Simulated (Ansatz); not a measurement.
## Molecular dynamics of AlH$_{7}$OSi

The input (input.yaml):

```yaml
crystal:
  periodic: [false, false, false]
  atoms:
    - { symbol: Al, position_ang: [0.206531, 0.172237, 0.1278] }
    - { symbol: O, position_ang: [-0.206391, -0.362822, 1.868161] }
    - { symbol: H, position_ang: [-1.121456, -0.650351, 2.010735] }
    - { symbol: H, position_ang: [1.732848, -0.015588, -0.25443] }
    - { symbol: H, position_ang: [-1.033673, 0.024028, -0.858453] }
    - { symbol: Si, position_ang: [0.051604, 2.647608, 1.09328] }
    - { symbol: H, position_ang: [1.151225, 3.243311, 1.903977] }
    - { symbol: H, position_ang: [0.326243, 3.006745, -0.339505] }
    - { symbol: H, position_ang: [-1.230753, 3.322435, 1.450734] }
    - { symbol: H, position_ang: [-0.19098, 0.908196, 1.776801] }
basis:
  gaussian: { orbitals: "6-31G*" }
hamiltonian:
  xc: pbe0
  dispersion: d4
md:
  timestep: 0.5
  n_steps: 200
  ensemble: nve
  temperature: 300.0
  initial_velocities: maxwell_boltzmann
  seed: 8198
```

Command:

```bash
$ ansatz run input.yaml --threads 1 --pin off --max-ram 2048MiB --backend cpu --events-out ev --progress --plain --runs-dir out
```

It starts at the highest image of a converged band, a first-order saddle point between two minima.

Output, in part (step lines, the closing report, with atoms numbered from 0):

```
md step     0: t =     0.00 fs  T =   300.0 K  F+E_penalty+E_count = -16624.80688061 eV  E_kin = 0.310224 eV  conserved = -16624.49665661 eV  (23 SCF iters)
md step     1: t =     0.50 fs  T =   294.9 K  F+E_penalty+E_count = -16624.80150385 eV  E_kin = 0.304905 eV  conserved = -16624.49659931 eV  (22 SCF iters)
md step     2: t =     1.00 fs  T =   280.4 K  F+E_penalty+E_count = -16624.78640401 eV  E_kin = 0.289987 eV  conserved = -16624.49641742 eV  (22 SCF iters)
md step     3: t =     1.50 fs  T =   259.5 K  F+E_penalty+E_count = -16624.76449678 eV  E_kin = 0.268336 eV  conserved = -16624.49616083 eV  (22 SCF iters)
md step     4: t =     2.00 fs  T =   235.9 K  F+E_penalty+E_count = -16624.73986863 eV  E_kin = 0.243976 eV  conserved = -16624.49589307 eV  (22 SCF iters)
md step     5: t =     2.50 fs  T =   213.8 K  F+E_penalty+E_count = -16624.71676868 eV  E_kin = 0.221094 eV  conserved = -16624.49567516 eV  (22 SCF iters)
md step     6: t =     3.00 fs  T =   196.4 K  F+E_penalty+E_count = -16624.69863943 eV  E_kin = 0.203086 eV  conserved = -16624.49555300 eV  (22 SCF iters)
md step     7: t =     3.50 fs  T =   185.5 K  F+E_penalty+E_count = -16624.68740809 eV  E_kin = 0.191864 eV  conserved = -16624.49554428 eV  (23 SCF iters)
[... lines left out ...]
Total energy: -16625.54387984 eV, -610.9774683859 hartree
Atom 0 at     0.116488    -0.360054     0.523517 Å, force    -0.675472     0.265880     0.259066 eV/Å
Atom 1 at    -0.155229    -1.785955     1.424491 Å, force     0.718889     0.159955     0.156919 eV/Å
Atom 2 at    -0.901458    -2.319410     1.187152 Å, force    -0.702908    -0.495745    -0.149260 eV/Å
Atom 3 at     1.402967     0.392138     1.129941 Å, force    -0.227152     0.071128    -0.514235 eV/Å
Atom 4 at    -1.164702     0.000329    -0.473388 Å, force     0.884759     0.047797     0.241106 eV/Å
Atom 5 at     0.112163     3.854605     0.967593 Å, force    -0.827283    -1.932676     0.109305 eV/Å
Atom 6 at     1.631408     3.669610     0.852433 Å, force    -0.770059     0.589269     0.288746 eV/Å
Atom 7 at    -0.421728     3.240283    -0.357198 Å, force     0.264893     0.500170     0.839737 eV/Å
Atom 8 at    -0.569873     5.192630     1.177253 Å, force     0.669439    -0.300321    -0.076099 eV/Å
Atom 9 at    -0.432295     2.869785     2.125181 Å, force     0.664895     1.094542    -1.155285 eV/Å
Dipole moment:    -0.089977     0.125231    -0.275651 e Å
```

The steps, from the saved trajectory:

```csv
time (fs),T (K),potential energy less start (eV),conserved less start (meV/atom)
0,300,0.000,0.00
3,196,0.108,0.11
6,200,0.104,0.06
9,186,0.119,0.06
12,213,0.091,0.13
15,506,-0.213,0.00
18,534,-0.242,0.04
21,770,-0.487,-0.10
24,802,-0.519,0.01
27,658,-0.368,0.14
30,937,-0.659,-0.10
33,866,-0.584,0.15
36,1119,-0.848,-0.08
39,1142,-0.870,0.03
42,1147,-0.875,0.07
45,1290,-1.024,-0.08
48,1035,-0.758,0.15
51,1191,-0.922,-0.12
54,1069,-0.794,0.08
57,1045,-0.769,0.12
60,1331,-1.068,-0.12
63,1131,-0.858,0.14
66,1256,-0.989,-0.06
69,1207,-0.938,0.01
72,1044,-0.768,0.12
75,1218,-0.950,-0.03
78,1125,-0.852,0.05
81,1169,-0.899,-0.04
84,1156,-0.885,0.04
87,1090,-0.816,0.10
90,1250,-0.983,-0.04
93,1138,-0.866,0.04
96,1160,-0.890,-0.03
99,1092,-0.819,0.03
```

All steps were run. The conserved energy stayed within 0.21 meV per atom of its start (net change 0.12 meV per atom), so the integration is sound. The kinetic energy rose, since the run started high on the potential surface and went downhill. It ends in pieces (AlH3O + H4Si), so much of that is their flight and rotation, not heat. A run of 0.1 ps of so small a system gives no equilibrium averages. The orbitals stay closed-shell, which can raise the energy where a bond breaks towards radicals; this wasn't checked here.

Between its relaxed ends the band would form Al1–Si6, O2–H10 and break Si6–H10. These pairs go: Al1–Si6 2.66 → 4.24 Å, O2–H10 1.27 → 4.72 Å, Si6–H10 1.88 → 1.61 Å. In the last frame they stand as before the step (other bonds may differ from the relaxed reactants and products). Also parted: Al1–H10 1.85 → 3.65 Å. It ends as AlH3O + H4Si. Pairs count as bonded within 1.25 times the sum of covalent radii (0.12 Å more for H–H).

Last frame:

```xyz
10
Properties=species:S:1:pos:R:3
Al 0.117 -0.360 0.523
O -0.155 -1.786 1.425
H -0.901 -2.319 1.187
H 1.403 0.392 1.130
H -1.165 0.000 -0.473
Si 0.112 3.855 0.968
H 1.631 3.670 0.852
H -0.422 3.240 -0.357
H -0.570 5.193 1.177
H -0.432 2.870 2.125
```

Time of the run: 9.3 min on 1 thread of Arm Neoverse V1 (shared host), peak memory 0.13 GiB.
